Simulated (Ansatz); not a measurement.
The first iterations of a band of ClH3Si (5 atoms, charge 0, multiplicity 1).

These are results of RKS r2SCAN-D4/def2-TZVP (Ansatz 0.2.0), not measurements.

| Item | Value |
| --- | --- |
| movable images | 2 |
| climbing image | yes |
| spring | 5.0 eV/Å² |
| optimiser | quadratic models (default) |
| start path | through a guess of the saddle point |
| force threshold | 0.03 eV/Å |
| iteration limit | 60 |
| end points | relaxed |

Image 0:

```xyz
5
Properties=species:S:1:pos:R:3
Si 0.240 -0.006 0.170
H 0.228 -0.035 1.648
H 1.630 -0.035 -0.334
H -0.461 1.199 -0.326
Cl -0.746 -1.670 -0.527
```

Image 3:

```xyz
5
Properties=species:S:1:pos:R:3
Si 0.209 0.085 -0.819
H 0.819 0.141 1.176
H 1.407 -0.107 0.724
H -0.641 1.003 0.051
Cl -0.904 -1.668 -0.501
```

| iteration | highest image above the first end (eV) | largest band force component (eV/Å) |
| --- | --- | --- |
| 1 | 3.875 | 4.529 |
| 2 | 2.967 | 1.538 |

Does the band converge within its limit, and where does its top end?

The forces met the threshold. It ended after 6 iterations with the highest image 2.667 eV above the first end. Neighbouring images differ by up to 1.5 eV, so the band resolves the path poorly. Another band between the same ends (7 images) ends at a top of the same energy, where a vibrational analysis finds 1 clearly imaginary mode. So few images can step over the top or miss a turn of the path. The orbitals stay closed-shell, which can raise the energy where a bond breaks towards radicals; this wasn't checked here.

Run time: 11 s on 2 threads of Intel(R) Xeon(R) 6975P-C (Granite Rapids) (shared host), peak memory 0.17 GiB.
